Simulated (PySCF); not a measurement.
# ClO3S: the cost of one run

Computed with PySCF 2.14.0; each step states its level. No surroundings beyond the atoms listed, unless a continuum is named. Atoms count from 0, parts from 1.

### 1 Starting point

5 atoms, charge -1, multiplicity 1; geometry: GFN2-xTB. Parts: 1 = atoms 0–3, `O=S(=O)=O`, charge 0; 2 = atom 4, `[Cl-]`, charge -1. In the given geometry S1 and Cl4 of different parts are bonded (2.10 Å), so values for the parts refer to these atom groups.

### 2 Optimising the geometry at PBE0-D3(BJ)/def2-SVPD

What the job is given:

```
{"job": {"xc": "PBE0", "basis": "def2-SVPD", "d3": "d3bj", "grid": 2, "kind": "geom", "shake": 0.01}, "charge": -1, "multiplicity": 1, "parts": [{"atoms": "0-3", "charge": 0, "multiplicity": 1}, {"atoms": "4-4", "charge": -1, "multiplicity": 1}]}
O     -0.770861    -1.095906    -0.764741
S     -0.025392    -0.367073     0.224431
O     -0.645442     0.835427     0.747262
O      1.437468    -0.295330    -0.012960
Cl    -0.132761    -1.676345     1.864555
```

Launch:

```sh
> OMP_NUM_THREADS=1 python cluster_run.py task.json out
```

One launch serves the whole session: the jobs run in the order shown.

**Question.** How long does this first job take on 1 thread of Arm Neoverse V2, shared host, and how much memory does it need?

About 26 s, with a peak of 0.54 GiB.
